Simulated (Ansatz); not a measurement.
# C₂H₅S+ (SMILES CC=[SH+]): functionals against CCSD(T) at one geometry

An exercise on one series of results from a longer session: the logs are not shown, and one member is left open.

Computed with Ansatz 0.2.0, Gaussian basis. Level: single points in def2-TZVPP.

Cores are frozen in the correlated methods. B3LYP uses VWN-RPA correlation.

### Where the work starts

SMILES `CC=[SH+]`, 8 atoms, charge 1, spin multiplicity 1.

Atoms are counted from 1 here; the program's logs count them from 0.

Bond lengths: C1–C2 1.466 Å, C1–H4 1.079 Å, C1–H5 1.118 Å, C1–H6 1.079 Å, C2–S3 1.656 Å, C2–H7 1.085 Å, S3–H8 1.354 Å. Angles: C2–C1–H4 107.9°, C2–C1–H5 107.7°, C2–C1–H6 114.3°, H4–C1–H5 104.2°, H4–C1–H6 113.2°, H5–C1–H6 108.9°, C1–C2–S3 121.1°, C1–C2–H7 118.2°, S3–C2–H7 120.6°, C2–S3–H8 98.1°.

As a file:

```
atom    x (Å)    y (Å)    z (Å)
  C1  -0.4934   0.8050  -0.4225
  C2   0.3492  -0.3110   0.0164
  S3  -0.0430  -1.2062   1.3530
  H4  -0.7681   0.6285  -1.4507
  H5   0.1478   1.7202  -0.4627
  H6  -1.3409   0.9998   0.2159
  H7   1.2239  -0.5568  -0.5763
  H8   1.0022  -2.0662   1.3203
```

The first run:

run/in.yaml reads:

```yaml
crystal:
  periodic: [false, false, false]
  atoms:
    - {symbol: C, position_ang: [-0.493400, 0.805000, -0.422500]}
    - {symbol: C, position_ang: [0.349200, -0.311000, 0.016400]}
    - {symbol: S, position_ang: [-0.043000, -1.206200, 1.353000]}
    - {symbol: H, position_ang: [-0.768100, 0.628500, -1.450700]}
    - {symbol: H, position_ang: [0.147800, 1.720200, -0.462700]}
    - {symbol: H, position_ang: [-1.340900, 0.999800, 0.215900]}
    - {symbol: H, position_ang: [1.223900, -0.556800, -0.576300]}
    - {symbol: H, position_ang: [1.002200, -2.066200, 1.320300]}
basis:
  gaussian: {orbitals: def2-TZVPP}
total_charge: 1
correlation: {method: ccsd_t}
output: {forces: true}
```

No record of the launch command was kept for these runs.

Among the steps run: CCSD(T)/def2-TZVPP; PBE0-D4/def2-TZVPP; wB97M-V/def2-TZVPP; r2SCAN-D4/def2-TZVPP; PBE-D4/def2-TZVPP; revPBE-D4/def2-TZVPP; B3LYP-D4/def2-TZVPP.

One of the session's tables, all rows but one given; the rest of the session is left out.

| method | RMS force component (eV/Å) | angle to CCSD(T) forces (°) |
| --- | --- | --- |
| CCSD(T) | 0.348 | reference |
| PBE0-D4 | 0.400 | 30.7 |
| wB97M-V | 0.387 | 19.3 |
| r2SCAN-D4 | 0.363 | 33.0 |
| PBE-D4 | ? | ? |
| revPBE-D4 | 0.366 | 43.1 |
| B3LYP-D4 | 0.347 | 23.6 |

**Question.** Estimate the row for PBE-D4.

**Answer.** RMS force component (eV/Å): 0.391; angle to CCSD(T) forces (°): 45.1. In the column «RMS force component (eV/Å)» it lies between wB97M-V (0.387) and PBE0-D4 (0.400).
